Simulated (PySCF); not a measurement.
Fill in the blanks.

C₄H₇N.
SMILES: `[C-]#[N+]CCC`

Conformer (atom-mapped SMILES and torsion angles): `[C-:1]#[N+:2][CH2:3][CH2:4][CH3:5]`: N2–C3–C4–C5 -66°.

```json
{"property": "point group of the GFN2-xTB geometry", "level": "GFN2-xTB", "value": "C1"}
{"property": "rotational constants A, B, C of the GFN2-xTB geometry", "level": "GFN2-xTB", "value": "10.517, 3.482, 2.905 GHz"}
{"property": "dipole moment", "level": "B3LYP/def2-SVPD", "value": "3.95 D"}
{"property": "HOMO energy", "level": "B3LYP/def2-SVPD", "value": "?"}
{"property": "LUMO energy", "level": "B3LYP/def2-SVPD", "value": "0.09 eV"}
{"property": "lowest singlet excitation", "level": "TDDFT B3LYP/def2-SVPD", "value": "7.65 eV (162 nm, f = 0.020)"}
{"property": "strongest line among the 8 lowest singlet transitions", "level": "TDDFT B3LYP/def2-SVPD", "value": "S3 at 7.91 eV (157 nm, f = 0.053)"}
{"property": "lowest triplet excitation (Tamm–Dancoff)", "level": "TDA B3LYP/def2-SVPD", "value": "5.82 eV"}
{"property": "static isotropic polarisability", "level": "B3LYP/def2-SVPD", "value": "53.8 au"}
{"property": "electronic spatial extent ⟨r²⟩ about the centre of nuclear charge", "level": "B3LYP/def2-SVPD", "value": "?"}
{"property": "core binding energies", "level": "ΔSCF SCAN, pcX-2 on the ionised atom, pcseg-1 elsewhere, spin-free X2C", "value": "?"}
```

Gas-phase values; electronic properties from PySCF, density fitting. One conformer (not necessarily the lowest) at the GFN2-xTB geometry, without solvent, vibrations or thermal averaging.

**Question.** Give the HOMO energy.

**Answer.** -8.28 eV.

**Question.** The electronic spatial extent ⟨r²⟩ about the centre of nuclear charge?

**Answer.** 461 bohr².

**Question.** Give the core binding energies.

**Answer.** C1s 290.9, C1s 291.2, C1s 291.8, C1s 292.8, N1s 406.3 eV.

In atomic units the dipole is 1.55 e·bohr (1 au = 2.5417 D). A dipole of 3.95 D is allowed in C1, and pure rotational transitions are dipole-allowed. No computed singlet falls in the visible range (750 to 380 nm, 1.65 to 3.26 eV); S1 lies 4.39 eV above its blue end. With B = h/(8π²I), that is 505.379 GHz u Å² over I, the principal moments of inertia are 48.1, 145.1 and 174.0 u Å² (most abundant isotopes); the inertial defect Ic − Ia − Ib is -19.2 u Å² (zero for a rigid planar frame, negative otherwise). In wavenumbers S1 is 61700 cm⁻¹ (1 eV = 8065.54 cm⁻¹).

For the core-ionisation job (SCAN ΔSCF), hardware: one thread of an x86-64 server, on a shared host. Cost: 37 s of wall time.
